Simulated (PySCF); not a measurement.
Nonlinear optical response: SMILES C=C=C=CSC, C5H6S

Geometry:
```json
{"atom": "C1", "x (Å)": "2.521", "y (Å)": "1.008", "z (Å)": "0.290"}
{"atom": "C2", "x (Å)": "1.571", "y (Å)": "0.106", "z (Å)": "0.194"}
{"atom": "C3", "x (Å)": "0.663", "y (Å)": "-0.764", "z (Å)": "0.101"}
{"atom": "C4", "x (Å)": "-0.286", "y (Å)": "-1.672", "z (Å)": "0.004"}
{"atom": "S5", "x (Å)": "-1.995", "y (Å)": "-1.387", "z (Å)": "-0.017"}
{"atom": "C6", "x (Å)": "-2.051", "y (Å)": "0.396", "z (Å)": "0.124"}
{"atom": "H7", "x (Å)": "2.288", "y (Å)": "2.064", "z (Å)": "0.369"}
{"atom": "H8", "x (Å)": "3.567", "y (Å)": "0.722", "z (Å)": "0.294"}
{"atom": "H9", "x (Å)": "-0.038", "y (Å)": "-2.727", "z (Å)": "-0.074"}
{"atom": "H10", "x (Å)": "-3.105", "y (Å)": "0.675", "z (Å)": "0.118"}
{"atom": "H11", "x (Å)": "-1.542", "y (Å)": "0.862", "z (Å)": "-0.720"}
{"atom": "H12", "x (Å)": "-1.589", "y (Å)": "0.720", "z (Å)": "1.056"}
```

Method used: quadratic response CAM-B3LYP/def2-TZVPD first hyperpolarisability, Taylor convention, gas phase in PySCF 2.14.0. Geometry: PBE0-D3(BJ)/def2-TZVP.

(1) Give β for the processes computed.

(2) Which lowest excitations, dipole and polarisabilities go with it?

## Answers

(1) In au, Taylor convention; the vector part is βᵢ = ⅓ Σⱼ (βᵢⱼⱼ + βⱼᵢⱼ + βⱼⱼᵢ); β∥ is 3/5 of the vector part along the dipole, the dipole points from − to +:
| process | λ (nm) | β vector norm | β∥ | β HRS | depolarisation ratio |
| --- | --- | --- | --- | --- | --- |
| static β(0;0,0) | ∞ | 488.4 | 39.7 | 211.3 | 4.36 |
| second harmonic β(−2ω;ω,ω) | 1907 | 570.1 | 39.6 | 245.4 | 4.43 |
| Pockels β(−ω;ω,0) | 1907 | 513.7 | 39.7 | – | – |
| second harmonic β(−2ω;ω,ω) | 1064 | 833.0 | 37.3 | 354.8 | 4.56 |
| Pockels β(−ω;ω,0) | 1064 | 576.5 | 39.6 | – | – |

(2) S1 4.33 eV (f = 0.000); S2 4.46 eV (f = 0.498); S3 4.73 eV (f = 0.001); dipole 1.02 D; isotropic α 98.7 au static, 99.4 au at 1907 nm, 101.0 au at 1064 nm, 101.6 au at 953.5 nm, 109.7 au at 532 nm.
